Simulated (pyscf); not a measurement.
# Atom transfer: Br–Ti(Br)(Br)–Br + H• → HBr + [Br–Ti(Br)–Br]•

Gas phase, doublet surface, charge 0. Bonds broken: Br1–Ti2. Bonds formed: Br1–H6. PySCF, gas phase, ωB97X-D3(BJ)/def2-SVP geometries.

Transition state (Å):

```xyz
6

Br    -0.1254     0.7924    -1.4842
Ti    -1.4232    -0.5099    -0.0882
Br    -1.0468    -2.7398    -0.4857
Br    -3.6413     0.0379    -0.3131
Br    -0.6092     0.1236     1.9643
H      1.0240     1.8007    -0.1359
```

One imaginary mode, 1259i cm⁻¹; descent along it reached the two sides named, in the forms told below.

```tsv
bond	change	reactant side (Å)	saddle	product side
Br1–Ti2	breaks	2.289	2.309	2.6
Br1–H6	forms	3.7	2.039	1.436
```

Electronic energies relative to the separated reactants (kcal/mol):

| level | barrier | reaction energy | reverse barrier |
|---|---|---|---|
| ωB97X-D3(BJ)/def2-TZVP | 6.2 | -16.8 | 23.0 |
| PBE/def2-TZVP | 0.9 | -7.4 | 8.3 |
| r²SCAN/def2-TZVP | -0.1 | -9.7 | 9.7 |
| B3LYP-D3(BJ)/def2-TZVP | 0.9 | -16.5 | 17.4 |
| PBE0-D3(BJ)/def2-TZVP | 2.7 | -16.0 | 18.8 |
| M06-2X/def2-TZVP | 5.7 | -29.2 | 34.9 |
| ωB97M-D3(BJ)/def2-TZVP | 6.0 | -25.6 | 31.6 |
| HF/def2-TZVP | 15.7 | -55.2 | 70.9 |

With ωB97M-D3(BJ)/def2-TZVP energies and thermal terms (ideal gas, 1 atm, RRHO with modes under 100 cm⁻¹ raised to 100, one conformer, R ln 2 for chiral ones without a mode under 150 cm⁻¹), in kcal/mol:

| T (K) | ΔH‡ | ΔG‡ | ΔH | ΔG |
|---|---|---|---|---|
| 298 | 5.8 | 10.8 | -23.1 | -27.1 |
| 600 | 5.5 | 16.1 | -24.2 | -30.8 |
| 900 | 5.2 | 21.5 | -25.2 | -33.9 |
| 1200 | 4.8 | 26.9 | -26.2 | -36.6 |

On the product side the descent ends in an adduct with a Br–Ti contact, 14.6 kcal/mol under the separated species and 37.6 kcal/mol under the saddle at ωB97X-D3(BJ)/def2-TZVP. What is counted as broken (Br–Ti) persists as a longer contact in the product adduct; parting that adduct is a step of its own. One saddle was located; it need not be the lowest between these sides. The angle at the transferred Br is 101°: a side-on saddle, likely not the lowest. Open-shell species with a d-block atom are single-reference here; other states, and whether the spin sits on metal or ligand, were not checked. Elements up to Kr have no core potential and no relativistic terms here.
